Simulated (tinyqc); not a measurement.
LCCD on RHF in the sto-6g basis, for H2F+, spin multiplicity 1, step by step. One step of it, computed by the program tinyqc.

Problem. LCCD: starting amplitudes. t_ij^ab = <ij||ab> / (e_i + e_j - e_a - e_b), whose energy is MP2.

orbital energies (hartree): MO1 -26.909350, MO2 -2.014120, MO3 -1.151447, MO4 -1.030567, MO5 -1.012618, MO6 -0.073215, MO7 0.109054

Two-electron integrals over orbitals (pq|rs), unique and non-zero (hartree):
```
p,q,r,s,(pq|rs)
1,1,1,1,5.381440
2,1,1,1,-0.519928
2,1,2,1,0.081291
2,2,1,1,1.226846
2,2,2,1,-0.021609
2,2,2,2,0.861975
3,1,3,1,0.017380
3,2,3,1,0.025228
3,2,3,2,0.154876
3,3,1,1,0.972956
3,3,2,1,-0.007673
3,3,2,2,0.749219
3,3,3,3,0.720997
4,1,1,1,0.116401
4,1,2,1,-0.015867
4,1,2,2,0.011822
4,1,3,3,0.003981
4,1,4,1,0.029069
4,2,1,1,-0.088267
4,2,2,1,0.007298
4,2,2,2,-0.002738
4,2,3,3,-0.005525
4,2,4,1,0.031696
4,2,4,2,0.165261
4,3,3,1,-0.002912
4,3,3,2,0.008091
4,3,4,3,0.046751
4,4,1,1,1.173863
4,4,2,1,-0.013681
4,4,2,2,0.828561
4,4,3,3,0.708886
4,4,4,1,-0.010178
4,4,4,2,-0.083870
4,4,4,4,0.900749
5,1,5,1,0.030380
5,2,5,1,0.039244
5,2,5,2,0.183657
5,3,5,3,0.037396
5,4,5,1,-0.008157
5,4,5,2,-0.029751
5,4,5,4,0.053337
5,5,1,1,1.265980
5,5,2,1,-0.013612
5,5,2,2,0.885180
5,5,3,3,0.737565
5,5,4,1,0.002889
5,5,4,2,-0.046610
5,5,4,4,0.841651
5,5,5,5,0.998085
6,1,1,1,0.218384
6,1,2,1,-0.035627
6,1,2,2,0.005983
6,1,3,3,0.002273
6,1,4,1,-0.004836
6,1,4,2,-0.017734
6,1,4,4,0.011367
6,1,5,5,0.005378
6,1,6,1,0.020980
6,2,1,1,-0.288418
6,2,2,1,0.008537
6,2,2,2,-0.140857
6,2,3,3,-0.084847
6,2,4,1,-0.016399
6,2,4,2,-0.041484
6,2,4,4,-0.107760
6,2,5,5,-0.147537
6,2,6,1,0.002934
6,2,6,2,0.070832
6,3,3,1,-0.003582
6,3,3,2,0.029373
6,3,4,3,0.018819
6,3,6,3,0.074181
6,4,1,1,-0.252136
6,4,2,1,0.002765
6,4,2,2,-0.137533
6,4,3,3,-0.078447
6,4,4,1,-0.007198
6,4,4,2,-0.001160
6,4,4,4,-0.144168
6,4,5,5,-0.139929
6,4,6,1,0.001878
6,4,6,2,0.058754
6,4,6,4,0.067979
6,5,5,1,-0.013595
6,5,5,2,-0.052163
6,5,5,4,-0.008049
6,5,6,5,0.024380
6,6,1,1,0.663975
6,6,2,1,-0.005553
6,6,2,2,0.549785
6,6,3,3,0.540309
6,6,4,1,0.014516
6,6,4,2,0.063182
6,6,4,4,0.521858
6,6,5,5,0.528375
6,6,6,1,-0.003724
6,6,6,2,-0.044104
6,6,6,4,-0.022658
6,6,6,6,0.532783
7,1,3,1,0.017434
7,1,3,2,0.024307
7,1,4,3,-0.003020
7,1,6,3,-0.003369
7,1,7,1,0.017502
7,2,3,1,0.017836
7,2,3,2,0.069529
7,2,4,3,-0.019395
7,2,6,3,-0.025055
7,2,7,1,0.017267
7,2,7,2,0.057911
7,3,1,1,0.433158
7,3,2,1,-0.008016
7,3,2,2,0.218179
7,3,3,3,0.164351
7,3,4,1,-0.001067
7,3,4,2,-0.051193
7,3,4,4,0.209618
7,3,5,5,0.236623
7,3,6,1,0.004564
7,3,6,2,-0.071338
7,3,6,4,-0.081265
7,3,6,6,0.014756
7,3,7,3,0.162551
7,4,3,1,-0.006556
7,4,3,2,-0.049971
7,4,4,3,0.009871
7,4,6,3,-0.041758
7,4,7,1,-0.006545
7,4,7,2,-0.011310
7,4,7,4,0.044603
7,5,5,3,0.025843
7,5,7,5,0.020404
7,6,3,1,-0.009943
7,6,3,2,-0.095005
7,6,4,3,-0.046838
7,6,6,3,-0.092275
7,6,7,1,-0.009761
7,6,7,2,0.002140
7,6,7,4,0.057170
7,6,7,6,0.168057
7,7,1,1,0.798531
7,7,2,1,-0.007607
7,7,2,2,0.610180
7,7,3,3,0.608346
7,7,4,1,0.002660
7,7,4,2,0.004516
7,7,4,4,0.589734
7,7,5,5,0.599180
7,7,6,1,0.002579
7,7,6,2,-0.045518
7,7,6,4,-0.030979
7,7,6,6,0.529340
7,7,7,3,0.075868
7,7,7,7,0.572246
```

Give: Starting amplitudes; correlation energy.

Solution.

Starting amplitudes (spin orbitals 1a, 1b, ...; amplitudes related by a flip of all spins are not repeated; the 24 largest):
```
from,to,t
3a 3b,7a 7b,-0.064
3a 4b,6b 7a,-0.037
4a 4b,6a 6b,-0.036
3a 3b,6a 6b,-0.034
2a 3b,6a 7b,0.022
2a 4b,6a 6b,-0.020
4a 4b,7a 7b,-0.020
3a 4b,6a 7b,0.019
2a 2b,6a 6b,-0.018
3a 4a,6a 7a,-0.018
2a 3a,6a 7a,0.014
2a 2b,7a 7b,-0.014
5a 5b,6a 6b,-0.013
5a 5b,7a 7b,-0.009
2a 3b,6b 7a,-0.008
2a 4b,7a 7b,3.47e-03
1a 2b,7a 7b,-5.93e-04
1a 1b,6a 6b,-3.91e-04
1a 1b,7a 7b,-3.24e-04
1a 3a,6a 7a,-2.82e-04
1a 4b,7a 7b,2.32e-04
1a 3b,6a 7b,-1.62e-04
1a 3b,6b 7a,-1.20e-04
1a 2b,6a 6b,-1.02e-04
```

correlation energy = -0.03525 hartree
